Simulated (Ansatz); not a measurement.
Cost and result for the atomization energy of `OCC=S` (8 atoms, 7 bonds).

```xyz
8

O    -0.152    0.271   -1.489
C     0.562   -0.015   -0.339
C    -0.248   -0.120    0.900
S    -1.845    0.076    0.948
H    -1.085    0.345   -1.222
H     1.334    0.753   -0.156
H     1.114   -0.964   -0.445
H     0.321   -0.345    1.804
```

Total charge 0; spin multiplicity 1. The structure was optimised at the PBE0-D4/def2-TZVP level. It is one conformer, not always the lowest. Program: Ansatz. All runs use 2 threads of an Arm Neoverse V1 on a shared host. Times are those of one run each, without the atoms' runs, and a repeat can differ threefold. Electronic energies, without spin–orbit coupling; frozen cores. CCSD(T)/CBS adds CCSD(T) − MP2 in def2-TZVPP to the MP2 limit, and its time is that of the two runs behind it. T1 = 0.016; the RHF reference is unstable towards UHF. B3LYP takes the VWN-RPA correlation (the form of Gaussian; ORCA's B3LYP/G).

CCSD(T)/CBS is a level of theory with its own doubt, some kJ/mol a heavy atom from the limit and from the frozen cores, so smaller differences don't rank the functionals.

```
                             level  functions  wall time
                BLYP-D4/def2-TZVPP        191      2.1 s
                PBE0-D4/def2-TZVPP        191      2.7 s
                  CCSD(T)/def2-SVP         80      2.8 s
               BHLYP-D4/def2-TZVPP        191        3 s
 B3LYP-D4/def2-TZVPP (with forces)        191      3.9 s
r2SCAN-D4/def2-TZVPP (with forces)        191        5 s
                 B2PLYP/def2-TZVPP        191      5.5 s
                ωB97X-V/def2-TZVPP        191      8.5 s
                 B97M-V/def2-TZVPP        191       10 s
  ωB97M-V/def2-TZVPP (with forces)        191       11 s
                    MP2/def2-QZVPP        361       28 s
                CCSD(T)/def2-TZVPP        191       64 s
                 CCSD(T)/CBS(def2)          –       92 s
```

(1) What atomization energy does each give, and how far from CCSD(T)/CBS? (Estimate.)

Results:

(1) The calculation gave: 
| level | atomization (kcal/mol) | difference from CCSD(T)/CBS | per bond |
| --- | --- | --- | --- |
| BLYP-D4/def2-TZVPP | 727.8 | 2.9 | 0.4 |
| PBE0-D4/def2-TZVPP | 729.4 | 4.5 | 0.7 |
| CCSD(T)/def2-SVP | 682.5 | -42.4 | -6.1 |
| BHLYP-D4/def2-TZVPP | 693.5 | -31.4 | -4.5 |
| B3LYP-D4/def2-TZVPP (with forces) | 723.7 | -1.2 | -0.2 |
| r2SCAN-D4/def2-TZVPP (with forces) | 728.6 | 3.7 | 0.5 |
| B2PLYP/def2-TZVPP | 716.5 | -8.4 | -1.2 |
| ωB97X-V/def2-TZVPP | 725.0 | 0.1 | 0.0 |
| B97M-V/def2-TZVPP | 727.3 | 2.4 | 0.4 |
| ωB97M-V/def2-TZVPP (with forces) | 728.0 | 3.1 | 0.4 |
| MP2/def2-QZVPP | 732.8 | 7.9 | 1.1 |
| CCSD(T)/def2-TZVPP | 704.0 | -20.9 | -3.0 |
| CCSD(T)/CBS(def2) | 724.9 | 0.0 | 0.0 |

From BLYP to BHLYP (50 % exact exchange), in def2-TZVPP and without D4, the atomization energy moves by −30.5 kcal/mol: exact exchange takes away binding that semilocal exchange gives to molecules. Leaving LDA and LC-ωPBE aside and taking each functional with its dispersion term where it has one, the values, not all of them listed here, spread over 56.8 kcal/mol, from BHLYP-D4 to PBE-D4. LDA lies +104.8 kcal/mol from PBE without D4, its usual overbinding. The D4 term adds +5.5 kcal/mol with B3LYP and +2.8 kcal/mol with PBE0; it sums over pairs of atoms, weighted by their polarisabilities, and B3LYP, whose exchange is more repulsive, gets the larger term.
